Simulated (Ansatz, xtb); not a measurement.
**C4H3OS−: which of two isomers lies lower**

Structure X is `C#CCC(=O)[S-]`, a singlet and structure Y is `O=C1CC=C1[S-]`, a singlet. Both are isolated ions in the gas phase, relaxed with r2SCAN-D4/def2-SVPD; the shapes shown needn't be the lowest conformers.

X (Å):

```xyz
9

C    -2.4213   -1.2979   -0.7199
C    -1.7115   -0.4331   -0.2383
C    -0.8665    0.5950    0.3439
C    -0.7719    0.6019    1.9153
O    -1.4079   -0.2363    2.5460
S     0.2608    1.8496    2.5297
H    -3.0523   -2.0693   -1.1129
H     0.1617    0.5096   -0.0420
H    -1.2135    1.5947    0.0371
```

Y (Å):

```yaml
atoms:
  - { symbol: C, position_ang: [-1.8476, -1.7173, -0.1771] }
  - { symbol: C, position_ang: [-1.1491, -0.3259, -0.0950] }
  - { symbol: C, position_ang: [-2.3027, 0.0823, -0.9936] }
  - { symbol: C, position_ang: [-2.9278, -1.1570, -1.0687] }
  - { symbol: O, position_ang: [-1.5717, -2.7900, 0.3127] }
  - { symbol: S, position_ang: [-4.3000, -1.8437, -1.8070] }
  - { symbol: H, position_ang: [-0.1236, -0.3053, -0.5188] }
  - { symbol: H, position_ang: [-1.1065, 0.1026, 0.9280] }
  - { symbol: H, position_ang: [-2.5616, 1.0465, -1.4414] }
```

Quicker runs give these differences E(Y) − E(X): GFN2-xTB −3.2 kcal/mol; HF/STO-3G −20.7 kcal/mol (at GFN2-xTB geometries); r2SCAN-D4/def2-SVPD//GFN2-xTB −10.5 kcal/mol.

Problem. Estimate E(Y) − E(X) at the level CCSD(T)/def2-SVPD + ΔMP2/def2-TZVPPD.

Solution. Calculated at CCSD(T)/def2-SVPD + ΔMP2/def2-TZVPPD: E(Y) − E(X) = −5.6 kcal/mol, so structure Y lies lower.

How the difference moves with the method:

```csv
level,geometry,E(Y) − E(X) (kcal/mol),departure from the last row (kcal/mol),"job, with rough time for the two"
GFN2-xTB,GFN2-xTB,−3.2,+2.4,"optimisation, 0.096 s"
HF/STO-3G,GFN2-xTB,−20.7,−15.1,"single point, 0.2 s"
r2SCAN-D4/def2-SVPD//GFN2-xTB,GFN2-xTB,−10.5,−4.9,"single point, 2.9 s"
r2SCAN-D4/def2-SVPD,r2SCAN-D4/def2-SVPD,−10.1,−4.4,"optimisation, 25 s"
HF/def2-SVPD,r2SCAN-D4/def2-SVPD,−3.9,+1.7,part of the CCSD(T) run
MP2/def2-SVPD,r2SCAN-D4/def2-SVPD,−4.7,+0.9,part of the CCSD(T) run
CCSD(T)/def2-SVPD,r2SCAN-D4/def2-SVPD,−5.1,+0.5,single point
CCSD(T)/def2-SVPD + ΔMP2/def2-TZVPPD,r2SCAN-D4/def2-SVPD,−5.6,,"single point, 49 s"
```

As drawn, Y has 1 C–C, 1 C=C in place of 1 C≡C. Structure X has no ring, Y a 4-membered ring.

The levels shown agree on the order. The largest departure from CCSD(T)/def2-SVPD + ΔMP2/def2-TZVPPD is that of HF/STO-3G, 15.1 kcal/mol. A small imaginary or near-zero mode remains, so no thermal terms are given. The last row adds to CCSD(T) the change of the MP2 difference between the two basis sets, here −0.5 kcal/mol.

The correlated steps freeze 10 core orbitals. Run with Ansatz 0.2.0, xtb 6.7.1; the last row on 4 threads of Arm Neoverse V2 on a shared host.
